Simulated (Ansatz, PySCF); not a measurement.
System: CH3O (charge 0, doublet). It need not be the lowest isomer of its formula. 
Structure (B3LYP-D3(BJ)/def2-TZVP (Ansatz, a first-principles code) minimum search):
```
C
O 1 1.3624
H 1 1.0992 2 113.34
H 1 1.0992 3 111.54 2 129.37
H 1 1.1083 3 106.28 4 115.42
```
Charge 0, spin multiplicity 2.

Dipole moments at this geometry, in debye (magnitudes).

```tsv
level	program	dipole (D)
HF/def2-TZVPD	PySCF	1.88
PBE/def2-TZVPD	Ansatz	2.11
M06-L/def2-TZVPD	PySCF	___
B97M-V/def2-TZVPD	Ansatz	1.94
B3LYP/def2-TZVPD	Ansatz	2.07
BHLYP/def2-TZVPD	Ansatz	1.99
TPSSh/def2-TZVPD	PySCF	2.02
r2SCANh/def2-TZVPD	Ansatz	2.00
MN15/def2-TZVPD	PySCF	2.06
CAM-B3LYP/def2-TZVPD	Ansatz	2.09
LC-wPBE/def2-TZVPD	Ansatz	2.08
wB97M-V/def2-TZVPD	Ansatz	2.04
wB97X-V/def2-TZVPD	Ansatz	2.05
CCSD(T)/aug-cc-pVDZ	Ansatz	___
```

Some entries are withheld; supply them.


- M06-L/def2-TZVPD, dipole (D): 1.91
- CCSD(T)/aug-cc-pVDZ, dipole (D): 1.97
